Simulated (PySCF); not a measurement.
Bonds broken one at a time in the series Sn NH2-H. Gas-phase values, no solvent. One relaxed conformer stands for each flexible species; it need not be the lowest. Strings in code marks are SMILES.

The dipole moment from two functionals at the same geometries (B3LYP-D3(BJ)/def2-TZVP), both in PySCF: PBE-D3(BJ)/def2-TZVP and B3LYP-D3(BJ)/def2-TZVP. B3LYP has the VWN-RPA correlation part, as in Gaussian. 

```json
[
 {"species": "radical fragment (`[NH2]`)", "PBE-D3(BJ)/def2-TZVP (D)": "1.90", "B3LYP-D3(BJ)/def2-TZVP (D)": "1.94"},
 {"species": "whole molecule (`[NH2][SnH3]`)", "PBE-D3(BJ)/def2-TZVP (D)": "1.08", "B3LYP-D3(BJ)/def2-TZVP (D)": "1.13"},
 {"species": "radical fragment (`[SnH3]`)", "PBE-D3(BJ)/def2-TZVP (D)": "0.32", "B3LYP-D3(BJ)/def2-TZVP (D)": "0.40"},
 {"species": "whole molecule (`[SnH4]`)", "PBE-D3(BJ)/def2-TZVP (D)": "0.00", "B3LYP-D3(BJ)/def2-TZVP (D)": "0.00"}
]
```

Over these rows, drawn at random from the members with no instability flagged (it was tested for open shells, ions and some series alone), PBE minus B3LYP-D3(BJ): mean -0.04 D, from -0.08 D to 0.00 D.
